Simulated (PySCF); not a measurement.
## MgO from Hartree–Fock to correlated methods

State: ³Π (triplet), unpaired electrons σ ↑, π ↑. Set-up: PySCF, spin-free X2C with a Gaussian nucleus, basis sets Mg x2c-SVPall, O x2c-SVPall. De refers to Mg + O in their high-spin ground configurations, without counterpoise correction. The functionals are run spin-unrestricted. A positive dipole means Mg(−)O(+).

| Level | Re (Å) | ωe (cm⁻¹) | De (eV) | μ (D) |
| --- | --- | --- | --- | --- |
| UHF | 1.878 | 678 | 1.26 | -3.33 |
| UHF-MP2 | 1.902 | 653 | 2.19 | n/a |
| UHF-SCS-MP2 | 1.902 | 651 | 2.04 | n/a |
| UHF-CCSD | 1.904 | 646 | 1.80 | n/a |
| UHF-CCSD(T) | 1.908 | 638 | 1.86 | n/a |
| PBE | 1.918 | 605 | 2.62 | -2.66 |
| revPBE | 1.929 | 595 | 2.47 | -2.64 |
| r²SCAN | 1.902 | 630 | 2.67 | -2.93 |
| PBE0 | 1.897 | 636 | 2.34 | -2.97 |
| r²SCAN0 | 1.889 | 648 | 2.40 | -3.13 |
| B97-3 | 1.906 | 622 | 2.27 | -2.85 |
| LC-ωPBE | 1.887 | 660 | 2.57 | -2.98 |

The bond length runs from 1.878 Å (UHF) to 1.929 Å (revPBE). De spans 1.26 eV (UHF, mean field) to 2.67 eV (r²SCAN, meta-GGA). Correlation at CCSD(T) changes the Hartree–Fock bond energy by +0.60 eV; the triples alone change it by +0.06 eV.

Correlated steps freeze 2 core orbitals. Correlated levels converge slowly with the basis: in double zeta they bind strong bonds too weakly, by up to about 1 eV, and carry superposition errors of some tenths. Counting both spins, an empty level lies below a filled one in some of these solutions, because spin and occupation are held. The state is the lowest determinant that a PBE0 search found; another state may lie lower at other levels.
